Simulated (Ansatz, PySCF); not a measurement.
Dimer: C2H2 (SMILES C#C) (first 4 atoms) with H2O (SMILES O); geometry from S66by8 set.
(charge 0, multiplicity 1):
```xyz
7

C     -1.24440     0.05168     0.04047
H     -0.17853     0.02131     0.01587
C     -2.45628     0.08543     0.06784
H     -3.51681     0.11578     0.09244
O      2.60853    -0.08566    -0.06768
H      3.17889    -0.67543     0.42934
H      3.18053     0.26533    -0.75306
```

Interaction energies are E(AB) − E(A) − E(B) at the monomers' geometry in the complex; basis-set methods are counterpoise corrected.

Correlated levels freeze the cores. CBS: X⁻³ extrapolation of the correlation energy, Hartree–Fock from the larger set.

Codes used: Ansatz (a quantum-chemistry and plane-wave program) with Gaussian orbitals; PySCF for the dispersion terms. Each number belongs to the level named beside it.

PBE/def2-TZVPPD gives -79.9 meV for the interaction energy.

Where do these levels fall relative to PBE: PBE-D3(BJ)/def2-TZVPPD, r2SCAN/def2-TZVPPD, PBE0/def2-TZVPPD, wB97M-V/def2-TZVPPD, MP2/CBS(aug-cc-pVDZ, aug-cc-pVTZ), CCSD(T)/CBS(aug-cc-pVDZ, aug-cc-pVTZ).

PBE-D3(BJ)/def2-TZVPPD -9.7; r2SCAN/def2-TZVPPD 2.0; PBE0/def2-TZVPPD -1.7; wB97M-V/def2-TZVPPD -5.1; MP2/CBS(aug-cc-pVDZ, aug-cc-pVTZ) -5.6; CCSD(T)/CBS(aug-cc-pVDZ, aug-cc-pVTZ) -6.7 meV. 1 of 6 lie above PBE; the widest gap is to PBE-D3(BJ)/def2-TZVPPD. Against computed benchmark interaction energy, Řezáč et al., J. Chem. Theory Comput. 7, 2427 (2011), S66x8, -85.9 meV, PBE differs by 6.0 meV.
